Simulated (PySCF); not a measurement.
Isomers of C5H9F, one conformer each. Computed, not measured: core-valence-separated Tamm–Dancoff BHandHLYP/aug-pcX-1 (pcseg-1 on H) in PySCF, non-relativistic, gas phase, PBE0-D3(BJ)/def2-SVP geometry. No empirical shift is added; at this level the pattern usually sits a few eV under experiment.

P. `C/C=C(/F)CC`
Q. `[C@H](CC)(F)C=C`

Main lines, eV (oscillator strength):
1. C K: 282.5 (0.060), 282.7 (0.063), 285.4 (0.009), 285.7 (0.018), 285.7 (0.009); F K: 685.5 (0.027), 686.5 (0.003), 686.8 (0.010)
2. C K: 283.2 (0.058), 284.9 (0.070), 285.4 (0.007), 285.8 (0.012), 285.8 (0.016); F K: 686.2 (0.009), 686.3 (0.018), 687.1 (0.016), 687.8 (0.005)
Listed: the first five lines at most of each edge with a tenth or more of its strongest line's intensity; roots within 0.03 eV on the same or equivalent atoms are summed. Only the lowest roots were sought, and the top ones are left out.

Task: Which spectrum belongs to which isomer?

Result: 1 = Q, 2 = P.
- P: first C line listed at 283.2 eV, hole on the alkene CH carbon (1s→π*); first F line listed at 686.2 eV, hole on the vinyl fluorine.
- Q: first C line listed at 282.5 eV, hole on the terminal =CH2 carbon (1s→π*); first F line listed at 685.5 eV, hole on the alkyl fluorine.

Task: What are the ground-state energies of the isomers at BHandHLYP/aug-pcX-1 (pcseg-1 on H), relative to the lowest?

Result: P 0.0, Q 9.4 kJ/mol (electronic energies on these geometries, no dispersion or zero-point terms).
